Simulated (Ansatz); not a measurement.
Relaxation of CH6BN (9 atoms, charge 0, multiplicity 1), to a largest force component of 0.03 eV/Å in at most 50 steps.

Computed with RKS PBE-D4/def2-SVP in Ansatz.

```xyz
9
Properties=species:S:1:pos:R:3:forces:R:3
B -0.211 1.013 -0.757 -0.18 0.18 -0.31
C 1.111 -0.142 1.441 0.29 -0.05 0.29
H 0.073 -0.460 1.652 0.01 -0.05 -0.02
H 1.806 -0.690 2.108 -0.03 -0.07 0.03
H 1.205 0.941 1.636 -0.02 0.00 -0.03
H 1.397 -0.335 0.387 -0.07 -0.01 0.05
N -1.271 0.114 -0.776 -0.02 0.03 -0.04
H -1.400 -0.722 -0.202 0.02 -0.04 0.03
H -2.025 0.281 -1.454 0.00 0.01 0.01
```

Q: Where does it end, and by what steps?

A: The run converged. The force dipped under the threshold on the way, but the program's further checks kept it going. After 21 steps the energy has fallen by 0.150 eV; B1 moved furthest, 0.81 Å.

```json
{"step": "0", "energy less start (eV)": "0.0000", "largest force component (eV/Å)": "0.315", "accepted": "yes"}
{"step": "1", "energy less start (eV)": "-0.0740", "largest force component (eV/Å)": "0.304", "accepted": "yes"}
{"step": "2", "energy less start (eV)": "-0.1076", "largest force component (eV/Å)": "0.325", "accepted": "yes"}
{"step": "3", "energy less start (eV)": "-0.0993", "largest force component (eV/Å)": "1.188", "accepted": "no"}
{"step": "4", "energy less start (eV)": "-0.1206", "largest force component (eV/Å)": "0.164", "accepted": "yes"}
{"step": "5", "energy less start (eV)": "-0.1301", "largest force component (eV/Å)": "0.087", "accepted": "yes"}
{"step": "6", "energy less start (eV)": "-0.1340", "largest force component (eV/Å)": "0.288", "accepted": "yes"}
{"step": "7", "energy less start (eV)": "-0.1375", "largest force component (eV/Å)": "0.170", "accepted": "yes"}
{"step": "8", "energy less start (eV)": "-0.1426", "largest force component (eV/Å)": "0.030", "accepted": "yes"}
{"step": "9", "energy less start (eV)": "-0.1417", "largest force component (eV/Å)": "0.297", "accepted": "no"}
{"step": "10", "energy less start (eV)": "-0.1450", "largest force component (eV/Å)": "0.035", "accepted": "yes"}
{"step": "11", "energy less start (eV)": "-0.1464", "largest force component (eV/Å)": "0.104", "accepted": "yes"}
{"step": "12", "energy less start (eV)": "-0.1376", "largest force component (eV/Å)": "0.463", "accepted": "no"}
{"step": "13", "energy less start (eV)": "-0.1480", "largest force component (eV/Å)": "0.033", "accepted": "yes"}
{"step": "14", "energy less start (eV)": "-0.1481", "largest force component (eV/Å)": "0.032", "accepted": "yes"}
{"step": "15", "energy less start (eV)": "-0.1481", "largest force component (eV/Å)": "0.210", "accepted": "yes"}
{"step": "16", "energy less start (eV)": "-0.1491", "largest force component (eV/Å)": "0.125", "accepted": "yes"}
{"step": "17", "energy less start (eV)": "-0.1491", "largest force component (eV/Å)": "0.124", "accepted": "yes"}
{"step": "18", "energy less start (eV)": "-0.1495", "largest force component (eV/Å)": "0.067", "accepted": "yes"}
{"step": "19", "energy less start (eV)": "-0.1497", "largest force component (eV/Å)": "0.023", "accepted": "yes"}
{"step": "20", "energy less start (eV)": "-0.1497", "largest force component (eV/Å)": "0.046", "accepted": "no"}
{"step": "21", "energy less start (eV)": "-0.1497", "largest force component (eV/Å)": "0.014", "accepted": "yes"}
```

```xyz
9
Properties=species:S:1:pos:R:3
B -0.757 1.586 -0.909
C 1.141 -0.296 1.538
H 0.160 -0.542 1.989
H 1.928 -0.406 2.307
H 1.126 0.747 1.167
H 1.359 -0.983 0.698
N -1.286 0.306 -0.919
H -0.925 -0.437 -0.308
H -2.063 0.025 -1.527
```

Whether the end is a true minimum wasn't checked by a vibrational analysis.

Time of the run: 13 s on 1 thread of AMD EPYC 9R45 96-Core Processor (Zen 5) (shared host), peak memory 0.15 GiB.
